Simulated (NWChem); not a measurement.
# Correlation energy of H3Si

```xyz
4

Si    -0.0007     0.0804     0.0000
H      1.4375    -0.3636     0.0000
H     -0.7142    -0.3810     1.2423
H     -0.7142    -0.3810    -1.2423
```
Charge 0, spin multiplicity 2.

The numbers come from NWChem runs, not from measurements. The geometry was optimised at UPBE/def2-SVP, a minimum by its harmonic frequencies.

Basis set: 6-31G*. Each correlation energy counts from its own Hartree-Fock reference.

| method | correlation energy (mHa) |
|---|---|
| CCSD on UHF | -91.1 |
| CCSDT on ROHF | -94.8 |
| UMP2 | -68.5 |
| CCSD(T) on ROHF | -94.2 |
| SCS-UMP2 | -74.5 |
| CCSD(T) on UHF | -92.9 |
| CCSD[T] on ROHF | -94.3 |
| CCSD on ROHF | -92.4 |
| CCSD[T] on UHF | -93.0 |

The values span 26.3 mHa, from CCSDT on ROHF (lowest) to UMP2 (highest). 

The correlated methods keep 5 core orbitals frozen. The Pople sets run with spherical d functions. The structure started from a generated list of species. The unpaired electrons of the parent sit in orbitals of symmetry a' (Cs labels of the run); other states weren't searched. The stability of the SCF solutions was not checked. Open-shell Hartree-Fock references start from PBE0 orbitals. No row is a measurement; the coupled-cluster row has its own basis-set and correlation limits.
